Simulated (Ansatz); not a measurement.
**Structure relaxation of SiAs₃**

Theory: DFT PBE, scalar-relativistic, plane waves, PAW (Ansatz 0.2.0). Cutoff 420 eV, Γ-centred k mesh, Gaussian smearing, no spin polarisation in the final step.

The start puts SiAs₃ on the Cu3Au (L1_2) structure type (Pm-3m, No. 221), with Si in place of Au, As in place of Cu, at a guessed volume.

```
Si As
1.0
     4.22723    0.00000    0.00000
     0.00000    4.22723    0.00000
     0.00000    0.00000    4.22723
Si As
1 3
Direct
  0.00000 0.00000 0.00000
  0.00000 0.50000 0.50000
  0.50000 0.00000 0.50000
  0.50000 0.50000 0.00000
```

Cell and atoms relax at zero pressure; the relaxation can't lower the symmetry of the start.

Energies over the elements count from the elements' standard structures at the same level, with no empirical corrections.

Describe the relaxed structure.

It keeps Pm-3m (No. 221). The result has the Cu3Au (L1_2) structure. Conventional cell: a = 4.202 Å. Si has 12 As at 2.97 Å; around As lie 4 Si at 2.97 Å and 8 As at 2.97 Å.

Space group Pm-3m (No. 221). a = 4.202 Å, b = 4.202 Å, c = 4.202 Å, α = 90.00°, β = 90.00°, γ = 90.00°
| atom | site | symmetry | x | y | z |
| --- | --- | --- | --- | --- | --- |
| Si | 1a | m-3m | 0.0000 | 0.0000 | 0.0000 |
| As | 3c | 4/mm.m | 0.0000 | 0.5000 | 0.5000 |

What are its volume, energy, density and gap?

The volume per atom is 18.55 Å³ and the density is 5.66 g/cm³. The energy over the elements is 0.58 eV/atom and the gap on the 12×12×12 mesh is 0 eV (a metal).

The final run used a 12×12×12 mesh on its 4-atom cell and 0.10 eV smearing. The k mesh leaves about 4 meV/atom of noise in metals. Symmetry constrained the relaxation, so the result can be a saddle point.

Cost: 2 runs of about 0.81 core-minutes in all, on Arm Neoverse V1 (shared hosts).